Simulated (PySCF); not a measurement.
# C2H2B: the cost of one run

Computed with PySCF 2.14.0 (relaxation, HF, aug-cc-pvtz, and further levels as typed in the inputs, unless a step's input says otherwise).

**1. The structure to begin with**

Bond lengths: C1–C2 1.360 Å, C1–B3 1.512 Å, C2–B3 1.512 Å, B3–H4 1.180 Å, C1–H5 1.047 Å. Angles: C1–C2–B3 63.3°, C2–C1–B3 63.3°, C2–C1–H5 151.5°, B3–C1–H5 145.3°, C1–B3–C2 53.5°, C1–B3–H4 153.3°, C2–B3–H4 153.3°.

As a file:

```xyz
5

C     0.6800    0.0000    0.0000
C    -0.6800    0.0000    0.0000
B     0.0000    1.3500    0.0000
H     0.0000    2.5300    0.0000
H     1.6000   -0.5000    0.0000
```

**2. Relaxation: C2H2B**

run.py reads:

```python
from pyscf import gto, scf
from pyscf.geomopt.geometric_solver import optimize
mol = gto.M(atom="mol.xyz", basis="aug-cc-pvtz", spin=1, verbose=4)
mf = scf.UHF(mol).run(conv_tol=1e-9)
for i in range(6):  # look for a lower solution of the same spin
    mo, _, ok, _ = mf.stability(return_status=True)
    if ok: break
    mf.kernel(mf.make_rdm1(mo, mf.mo_occ))
print(f"converged SCF energy = {mf.e_tot:.10f}, stable: {ok}")
mf = mf.newton()  # steadier than the usual iterations for open shells
m = optimize(mf, maxsteps=60)
print("optimised structure (A):")
for k in range(m.natm): print(m.atom_symbol(k), *(f"{x:.8f}" for x in m.atom_coords(unit="A")[k]))
```

On the command line:

```console
> python run.py
```

**Question.** How long does this run take on 4 threads of AMD EPYC 9R14 (Zen 4), shared host?

About 96 s.
